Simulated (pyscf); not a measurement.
5 gas-phase steps of one pattern: 1,1-elimination on the singlet surface, Ge–H + Ge–O broken and H–O formed. Structures and frequencies: ωB97X-D3(BJ)/def2-SVP in PySCF. Electronic energies in kcal/mol, between the relaxed ends of the descent from the saddle (adducts or complexes of the species named), with the reactant end as zero; ΔE‡ and ΔE at ωB97X-D3(BJ)/def2-TZVP. Rows were drawn at random from the steps of this pattern with a verified saddle, stable references and a bound adduct at one end at least.

| row | step | ΔE | ΔE‡ |
|---|---|---|---|
| 1 | HO–GeH₂–Cl → Cl–GeH: [singlet] + H₂O | +22.0 | 64.4 |
| 2 | HO–GeH₂–F → F–GeH: [singlet] + H₂O | +24.0 | 64.5 |
| 3 | H₃C–O–GeH₃ → GeH₂ [singlet] + H₃C–OH | +29.4 | 62.6 |
| 4 | H₃Ge–O–GeH₃ → GeH₂ [singlet] + HO–GeH₃ | +31.0 | ? |
| 5 | HO–GeH₃ → GeH₂ [singlet] + H₂O | +31.6 | 64.6 |

Q: Fit ΔE‡ = a + b·ΔE to the other rows and predict row 4.

A: Over the 4 complete rows the means are +26.8 (ΔE) and 64.0 (ΔE‡); least squares gives b = -0.07 and a = 65.9 kcal/mol, with residuals of 0.8 kcal/mol (root mean square; largest 1.2, row 3). For row 4: 65.9 + -0.07 × (+31.0) = 63.7 kcal/mol. The computed barrier is 64.1 kcal/mol, 0.4 over the line. The scatter is large against the spread of the barriers, so the line says little here. Each barrier is that of the saddle found. Elements up to Kr have no core potential and no relativistic terms here.
